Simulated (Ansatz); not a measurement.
`CBC` + PH₃ → `CBP` + CH₄ at 500 K and 1 bar (ligand exchange at a B–C bond).

Isolated molecules relaxed with PBE0-D4/def2-TZVP in Ansatz; ΔE leaves out vibrations. CCSD(T)/CBS adds triple-zeta CCSD(T) − MP2 to the extrapolated MP2 energy (def2 sets, frozen cores). This one scheme is used for every species. Each species was taken in one conformer, which may not be the lowest.

```json
{"species": "`CBC`", "CCSD(T)/CBS energy (Eh)": "-105.11307", "H − E (kJ/mol)": "257.5", "S (J/(mol·K))": "335.4"}
{"species": "PH₃", "CCSD(T)/CBS energy (Eh)": "-342.72256", "H − E (kJ/mol)": "81.5", "S (J/(mol·K))": "231.4"}
{"species": "`CBP`", "CCSD(T)/CBS energy (Eh)": "-407.38441", "H − E (kJ/mol)": "210.5", "S (J/(mol·K))": "347.9"}
{"species": "CH₄", "CCSD(T)/CBS energy (Eh)": "-40.46206", "H − E (kJ/mol)": "135.6", "S (J/(mol·K))": "206.8"}
```

H − E and S are ideal-gas, rigid-rotor, harmonic terms from PBE0-D4/def2-TZVP, for one conformer and one mirror image of each species. 1 Eh = 2625.50 kJ/mol, R = 8.31446 J/(mol·K).

Problem. By hand: ΔE, ΔH, ΔS and ΔG.

Solution. ΔE = (-407.38441) + (-40.46206) − (-105.11307) − (-342.72256) = -0.01084 Eh = -28.5 kJ/mol. Δ(H − E) = 210.5 + 135.6 − 257.5 − 81.5 = 7.1, so ΔH = -21.4 kJ/mol. ΔS = 347.9 + 206.8 − 335.4 − 231.4 = -12.1 J/(mol·K). ΔG = -21.4 − 500 × (-12.1)/1000 = -15.3 kJ/mol.

Problem. By hand: the equilibrium constant, and the temperature at which ΔG would vanish if ΔH and ΔS stayed fixed.

Solution. log₁₀ K = −ΔG/(RT ln 10) = 1.6. ΔG = 0 at ΔH/ΔS = 1769 K, though so small a ΔS makes that figure unsure.

The number of gas molecules stays the same, so ΔS is small and ΔH decides. A doubt of 5 kJ/mol in ΔE shifts log₁₀ K by 0.5 here. Other conformers and mirror images would add mixing entropy, several J/(mol·K) or more a flexible species. These are equilibria of isolated gas molecules and say nothing of rates. Largest T1 diagnostic: 0.015 (customary marks: 0.02 for closed shells, 0.045 for open ones).
